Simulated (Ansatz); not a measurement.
A made-up structure of CH₆BS (charge +1), closed shell:

| atom | x (Å) | y (Å) | z (Å) |
| --- | --- | --- | --- |
| B1 | -0.0567 | -0.0287 | -1.2003 |
| C2 | -0.2925 | 0.2641 | 1.4980 |
| S3 | 0.6905 | -0.4247 | 0.1437 |
| H4 | -0.9224 | -0.7399 | -1.6004 |
| H5 | 0.1868 | 1.0245 | -1.6970 |
| H6 | 1.9213 | 0.1223 | 0.3315 |
| H7 | 0.7459 | -1.7526 | 0.4323 |
| H8 | -1.2630 | -0.0564 | 1.2168 |
| H9 | -0.4446 | 1.2522 | 1.1455 |

It is relaxed with PBE-D4/def2-SVP and then PBE0-D4/def2-TZVP (Ansatz 0.2.0). Atoms count as bonded within 1.22 times the sum of their covalent radii (H–H: 0.88 Å). The end point is not checked to be a true minimum.

Q: Does its bonding change? (A judgement: the text doesn't fix the answer.)

A: By the calculation: Yes. Formed: B1–C2; broken: B1–S3.

Where it ends: The first stage lowers the energy by 4.72 eV in 47 steps. It ends as CH₆BS ([BH2][CH2][SH2]), total charge +1:
```json
{"atom": "B1", "x (Å)": "-0.6154", "y (Å)": "0.4376", "z (Å)": "-1.1329"}
{"atom": "C2", "x (Å)": "-0.3858", "y (Å)": "-0.1431", "z (Å)": "0.3134"}
{"atom": "S3", "x (Å)": "1.2640", "y (Å)": "-0.8664", "z (Å)": "0.5176"}
{"atom": "H4", "x (Å)": "-1.6801", "y (Å)": "0.9232", "z (Å)": "-1.3320"}
{"atom": "H5", "x (Å)": "0.2313", "y (Å)": "0.3900", "z (Å)": "-1.9691"}
{"atom": "H6", "x (Å)": "2.0228", "y (Å)": "0.2482", "z (Å)": "0.4350"}
{"atom": "H7", "x (Å)": "1.3800", "y (Å)": "-0.9578", "z (Å)": "1.8634"}
{"atom": "H8", "x (Å)": "-1.0848", "y (Å)": "-0.9718", "z (Å)": "0.4815"}
{"atom": "H9", "x (Å)": "-0.5667", "y (Å)": "0.6009", "z (Å)": "1.0934"}
```

Labels in which every atom is bracketed show which atoms are joined, not bond orders.

For scale, one of the runs: PBE0-D4/def2-TZVP relaxation, 135 basis functions, launched by `ansatz run in.yaml --threads 2 --pin off --events-out ev --progress --plain --max-ram 4352MiB`. Hardware: 2 CPU threads of an Arm Neoverse V2, shared host. Wall time about 23 s.
